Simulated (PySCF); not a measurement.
How well do the runs reproduce experiment for chlorobenzene?

**The experiment to reproduce.**

NIST CCCBDB Release 22 (SRD 101), experimental dipoles lists, for the gas: dipole moment 1.78 ± 0.06 D.

NIST CCCBDB Release 22 (SRD 101), experimental polarizabilities lists, for the gas: mean polarisability 11.861 Å³.

The results are set against them at the end.

Species: chlorobenzene, C6H5Cl.
Numbering: `[Cl:1][c:2]1[cH:3][cH:4][cH:5][cH:6][cH:7]1` (hydrogens: H8 on C3; H9 on C4; H10 on C5; H11 on C6; H12 on C7)

Geometry (PBE0-D3(BJ)/def2-SVP, Å), atoms numbered from 1 in this order:
```xyz
12
C6H5Cl angstrom
Cl     3.5233    0.3066   -0.0059
C      1.7944    0.1785   -0.0025
C      1.0196    1.3377    0.0130
C     -0.3693    1.2263    0.0156
C     -0.9775   -0.0283    0.0029
C     -0.1902   -1.1790   -0.0124
C      1.1999   -1.0827   -0.0152
H      1.5081    2.3133    0.0228
H     -0.9797    2.1324    0.0275
H     -2.0666   -0.1094    0.0049
H     -0.6596   -2.1655   -0.0224
H      1.8275   -1.9752   -0.0271
```

The PySCF runs (gas phase, on this PBE0-D3(BJ)/def2-SVP geometry; no spin–orbit coupling):

```tsv
level	job	basis functions
PBE0-D3(BJ)/def2-SVP, grid level 1	geometry optimisation from a GFN2-xTB start	127
PBE0/pcSseg-1	shieldings, ring-centre shieldings, charges and field gradients	151
PBE0/def2-TZVP	10 singlets by full TDDFT, 4 Tamm–Dancoff triplets, polarisability	253
BP86/pcSseg-1	shieldings	151
LC-wPBE/pcSseg-1	shieldings	151
PBE0/6-311+G(2d,p)	shieldings, charges and field gradients	227
PBE0/6-31G*	10 singlets by full TDDFT, 4 Tamm–Dancoff triplets, polarisability	112
PBE0/STO-3G	shieldings, charges and field gradients	44
PBE0/def2-SVPD	10 singlets by full TDDFT, 4 Tamm–Dancoff triplets, polarisability, ΔSCF ions	187
BHandHLYP/def2-SVPD	10 singlets by full TDDFT, 4 Tamm–Dancoff triplets, polarisability, ΔSCF ions	187
PBE0/6-31+G*	10 singlets by full TDDFT, 4 Tamm–Dancoff triplets, polarisability	140
B3LYP/def2-TZVP	spin–spin couplings from 11 perturbed nuclei, spin–dipole term left out	253
B3LYP/def2-SVPD	10 singlets by full TDDFT, 4 Tamm–Dancoff triplets, polarisability, ΔSCF ions	187
HF/def2-SVPD	10 singlets by TDHF, 4 Tamm–Dancoff triplets, polarisability, ΔSCF ions	187
PBE/def2-SVPD	10 singlets by full TDDFT, 4 Tamm–Dancoff triplets, polarisability, ΔSCF ions	187
CAM-B3LYP/def2-SVPD	10 singlets by full TDDFT, 4 Tamm–Dancoff triplets, polarisability, ΔSCF ions	187
LC-wPBE/def2-SVPD	10 singlets by full TDDFT, 4 Tamm–Dancoff triplets, polarisability, ΔSCF ions	187
wB97X-D/def2-SVPD	10 singlets by full TDDFT, 4 Tamm–Dancoff triplets, polarisability, ΔSCF ions	187
PBE0/aug-cc-pVDZ	10 singlets by full TDDFT, 4 Tamm–Dancoff triplets, polarisability	210
PBE0/def2-SVP	10 singlets by full TDDFT, 4 Tamm–Dancoff triplets, polarisability	127
```

All basis functions are spherical.

## Comparison

**Dipole moment.** Measured: 1.78 D (NIST CCCBDB Release 22 (SRD 101), experimental dipoles).

```tsv
level	computed (D)	computed − measured (D)	% (from the printed values)
PBE0-D3(BJ)/def2-SVP	1.57	-0.21	-12
PBE0/pcSseg-1	1.75	-0.03	-2
PBE0/def2-TZVP	1.67	-0.11	-6
BP86/pcSseg-1	1.63	-0.15	-8
LC-wPBE/pcSseg-1	1.84	+0.06	+3
PBE0/6-311+G(2d,p)	1.71	-0.07	-4
PBE0/6-31G*	1.84	+0.06	+3
PBE0/STO-3G	2.10	+0.32	+18
PBE0/def2-SVPD	1.78	0.00	0
BHandHLYP/def2-SVPD	1.85	+0.07	+4
PBE0/6-31+G*	1.79	+0.01	+1
B3LYP/def2-TZVP	1.64	-0.14	-8
```

12 of the 35 levels run are shown, the closest and the furthest among them. The computed dipoles belong to one fixed geometry; measured ones are averaged over vibrations unless marked μe. Magnitudes are compared, not signs.

**Mean polarisability.** Measured: 11.861 Å³ (NIST CCCBDB Release 22 (SRD 101), experimental polarizabilities).

| level | computed (Å³) | computed − measured (Å³) | % (from the printed values) |
| --- | --- | --- | --- |
| PBE0/def2-SVPD | 12.147 | +0.286 | +2 |
| B3LYP/def2-SVPD | 12.283 | +0.422 | +4 |
| HF/def2-SVPD | 11.765 | -0.096 | -1 |
| PBE/def2-SVPD | 12.483 | +0.622 | +5 |
| CAM-B3LYP/def2-SVPD | 12.111 | +0.250 | +2 |
| LC-wPBE/def2-SVPD | 11.813 | -0.048 | 0 |
| PBE0/6-31G* | 9.721 | -2.140 | -18 |
| wB97X-D/def2-SVPD | 12.118 | +0.257 | +2 |
| PBE0/6-31+G* | 11.440 | -0.421 | -4 |
| PBE0/aug-cc-pVDZ | 12.373 | +0.512 | +4 |
| PBE0/def2-SVP | 10.087 | -1.774 | -15 |
| PBE0/def2-TZVP | 11.611 | -0.250 | -2 |

12 of the 13 levels run are shown, the closest and the furthest among them. Closest is LC-wPBE/def2-SVPD (-0.048 Å³), furthest PBE0/6-31G* (-2.140 Å³); one molecule doesn't rank methods. The computed values are static and purely electronic, with core orbitals frozen in the response (1 au = 0.148185 Å³). The table of measured values doesn't say here whether a value is static or optical, or holds a vibrational part.

The geometry is computed, not the measured one. Where a level misses, the cause wasn't examined.
